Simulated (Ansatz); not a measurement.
## Worked example: correlation energy of O–Al–OH⁺, doublet

Geometry: that of the O–Al–OH, singlet, kept fixed.

```yaml
atoms:
  - { symbol: O, position_ang: [0.0000, 0.0000, -2.2486] }
  - { symbol: Al, position_ang: [0.0000, 0.0000, -0.6530] }
  - { symbol: O, position_ang: [0.0000, 0.0000, 0.9779] }
  - { symbol: H, position_ang: [0.0000, 0.0000, 1.9238] }
```

Basis cc-pVTZ; Ansatz 0.2.0. Correlated methods freeze the noble-gas cores, which leaves 15 electrons in 101 orbitals. Prefix R: restricted or restricted open-shell reference; prefix U: unrestricted.

Full CI isn't at hand for all of this; UCCSDT(Q) serves as the reference, and is uncertain by about the last step of the cluster series.

Runs differ by some tens of microhartree through their thresholds and, for an open shell, their frozen cores, so steps under 0.03 kcal/mol mean nothing.

```tsv
level	total energy (hartree)
UHF	-392.035486
UMP2	-392.508953
UCCSD	-392.521931
UCCSD(T)	-392.537833
UCCSDT	-392.538369
UCCSDT(Q)	-392.539154
```

**Question.** What is the correlation energy at UCCSDT(Q), and what share of it do UMP2 and UCCSDT recover?

**Answer.** E(corr) = -392.539154 − (-392.035486) = -0.503668 hartree = -13.706 eV. UMP2: -0.473467 / -0.503668 = 94.00 %. UCCSDT: -0.502883 / -0.503668 = 99.84 %.

**Question.** By how many kcal/mol does UCCSD(T) miss UCCSDT(Q) (1 hartree = 627.509 kcal/mol), and which steps make up the rest?

**Answer.** -392.537833 − (-392.539154) = 0.001321 hartree = 0.83 kcal/mol. Steps: UCCSDT − UCCSD(T) = -0.34, UCCSDT(Q) − UCCSDT = -0.49 kcal/mol. Differences between like states or geometries often cancel part of this.
